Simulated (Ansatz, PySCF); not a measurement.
Reaction: C3H4 (SMILES C1=CC1) → C3H4 (prop-1-yne, SMILES C#CC)
Each species at its own B3LYP-D3(BJ)/def2-TZVP minimum (Ansatz, a program for electronic structure).

Quantity: isomerisation energy (enthalpy at 298 K, ideal-gas terms from PySCF's Hessians at B3LYP-D3(BJ)/def2-TZVP), in kJ/mol. Open shells are spin-unrestricted; no spin-orbit coupling. CBS(X,Y): correlation extrapolated as X^-3, Hartree-Fock from the larger set (Q,5: extrapolated as (X+1)exp(-9√X)). A bracket is a step between two methods taken in the basis named. Functionals run without relativity, which enters their misses. Double hybrids freeze cores in their MP2 part. 'core' is core correlation in cc-pwCVTZ, 'X2C' scalar relativity in cc-pVTZ-DK, both at CCSD(T).

From measured enthalpies of formation at 298 K: -23.4 kcal/mol (Active Thermochemical Tables 1.112 (ions: stationary electron), as tabulated in the package chemicals). The calculations leave out spin-orbit terms.

Q: What does PBE/def2-TZVPD (Ansatz) give here, and how do the other levels compare?

A: PBE gives -79.7 kJ/mol, 18.4 kJ/mol above it. Errors of the others: r2SCAN/def2-TZVPD (Ansatz) 11.4; B3LYP/def2-TZVPD (Ansatz) -0.7; PBE0/def2-TZVPD (Ansatz) 19.4; B2PLYP/def2-TZVPD (Ansatz) -4.2; CCSD(T)/CBS(cc-pVQZ,cc-pV5Z) + core + X2C (Ansatz) 1.1; CCSD(T)/CBS(cc-pVQZ,cc-pV5Z) + [CCSDT(Q) - CCSD(T)]/cc-pVDZ + core + X2C (Ansatz) 0.7 kJ/mol. Nearer than PBE: r2SCAN/def2-TZVPD, B3LYP/def2-TZVPD, B2PLYP/def2-TZVPD, CCSD(T)/CBS(cc-pVQZ,cc-pV5Z) + core + X2C, CCSD(T)/CBS(cc-pVQZ,cc-pV5Z) + [CCSDT(Q) - CCSD(T)]/cc-pVDZ + core + X2C.
